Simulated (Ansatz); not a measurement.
# Property card for CrAgO2

Level of theory: DFT PBEsol, scalar-relativistic, plane waves, PAW in Ansatz.

Plane waves to 420 eV, a k mesh through Γ of 12×12×12 on the computed 4-atom cell and Gaussian smearing (0.02 eV); collinear spin from starting moments 2.59 0 0 0 μB.

The structure is relaxed at this level of theory with its symmetry kept. Whether it is the stable form of this composition wasn't checked.

```cif
data_structure
_symmetry_space_group_name_H-M 'P 1'
_symmetry_Int_Tables_number 1
_cell_length_a 6.3852
_cell_length_b 6.3852
_cell_length_c 6.3852
_cell_angle_alpha 26.864
_cell_angle_beta 26.864
_cell_angle_gamma 26.864
_cell_volume 46.88
loop_
_atom_site_label
_atom_site_type_symbol
_atom_site_fract_x
_atom_site_fract_y
_atom_site_fract_z
_atom_site_occupancy
Cr1 Cr 0.50000 0.50000 0.50000 1
Ag1 Ag 0.00000 0.00000 0.00000 1
O1 O 0.11336 0.11336 0.11336 1
O2 O 0.88664 0.88664 0.88664 1
```

```json
{
 "Space group": "R-3m (No. 166)",
 "Volume per atom": "79.1 bohr³",
 "Formation energy from the elements' standard states (uncorrected)": "-1.338 eV/atom",
 "Kohn–Sham band gap": "0.28 eV, indirect from (0.000, 0.365, -0.365) to Γ",
 "Löwdin character of the top 1 eV of the valence band": "Cr 3d 77 %, O 2p 15 %",
 "Löwdin character of the lowest 1 eV of the conduction band": "Cr 3d 34 %, Ag 5s 26 %, O 2p 14 %, Ag 4d 10 %, O 2s 7 %, unprojected 8 % (semilocal functionals without a Hubbard U place empty 3d levels too low)",
 "Electron masses at the edge by Cartesian direction of the standard setting (m_e; degenerate bands sorted by energy; no spin-orbit coupling)": "x: 1.7; y: 1.7; z: 0.25",
 "Hole masses at the edge by Cartesian direction of the standard setting (m_e; degenerate bands sorted by energy; no spin-orbit coupling)": "x: 2.3; y: 2.1; z: 4.6",
 "Bulk modulus": "161 GPa",
 "Its pressure derivative": "4.4",
 "Bader charges (e)": "Cr (1 in the cell) 1.73, Ag (1 in the cell) 0.46, O (2 in the cell) -1.10",
 "Total moment": "3.00 μB per cell",
 "Site moments (μB; atoms counted from 1 over the whole cell)": "Cr (atom 1) 2.36"
}
```

Only this magnetic start was tried.

Cost: 8 runs of about 6.4 core-minutes in all, on Intel Xeon 6975P-C (Granite Rapids) (shared hosts).